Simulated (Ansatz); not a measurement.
Isolated molecules relaxed with PBE0-D4/def2-TZVP in Ansatz; ΔE leaves out vibrations. CCSD(T)/CBS is the MP2 limit (def2-TZVPP, def2-QZVPP) plus CCSD(T) − MP2 in def2-TZVPP, frozen cores. This one scheme is used for every species. DFT in def2-TZVPP. For Mg outer-core shells are correlated without core-valence functions, which leaves a few kJ/mol of doubt a bond. One conformer a species, not always the lowest.

Consider the ligand exchange at a Mg–S bond: `[OH][Mg][SH]` + HCl → `[OH][Mg][Cl]` + H₂S.

```csv
level,ΔE (eV)
r2SCAN0-D4,-0.72
HF/def2-SVP,-0.91
CCSD(T)/def2-SVP,-0.77
HF/CBS(def2),-0.84
```

Problem. What does CCSD(T)/CBS give? (Best estimate.)

Solution. Ansatz gave: -0.70 eV. The listed levels differ from it by -0.02, -0.21, -0.07, -0.14 eV.

Largest T1 diagnostic among the species: 0.010.

From BLYP to BHLYP (50 % exact exchange), in def2-TZVPP and without D4, ΔE moves by −0.07 eV. At CCSD(T), def2-SVP lies −0.08 eV from the extrapolated value and def2-TZVPP +0.01 eV. In def2-TZVPP, CCSD(T) changes the Hartree–Fock value by +0.15 eV (the triples alone add +0.02 eV) and MP2 by +0.14 eV.
